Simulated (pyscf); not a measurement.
Thermochemistry of product channels of `[CH2]=[CH2]` + `[NH3]` on the singlet surface, in eV, from ωB97M-D3(BJ)/def2-TZVP energies (ideal gas, 1 atm, RRHO with modes under 100 cm⁻¹ raised to 100, one conformer, R ln 2 for rigid chiral ones). Single points on ωB97X-D3(BJ)/def2-SVP structures (PySCF, gas phase).

```json
[
 {"products": "`[CH3][NH2]` + `[CH2]` [singlet]", "ΔE": "+4.21", "ΔH(298 K)": "+4.09", "ΔG(298 K)": "+4.04", "ΔG(900 K)": "+3.91"},
 {"products": "`[CH2]=[CH][NH2]` + `[H][H]`", "ΔE": "+0.60", "ΔH(298 K)": "+0.44", "ΔG(298 K)": "+0.49", "ΔG(900 K)": "+0.52"},
 {"products": "`[CH3][CH2][NH2]`", "ΔE": "-0.80", "ΔH(298 K)": "-0.66", "ΔG(298 K)": "-0.22", "ΔG(900 K)": "+0.66"}
]
```

The channel to H₃C–CH₂–NH₂ turns unfavourable between 298 and 1200 K (ΔG from -0.22 eV to +1.09 eV).

These are energies of the channels, which say nothing of barriers. CH₂ [singlet] is an excited spin state, 0.39 eV over the triplet at ωB97X-D3(BJ). A restricted singlet here is unstable towards spin polarisation, as is usual where a triplet lies low; its energy is less safe.
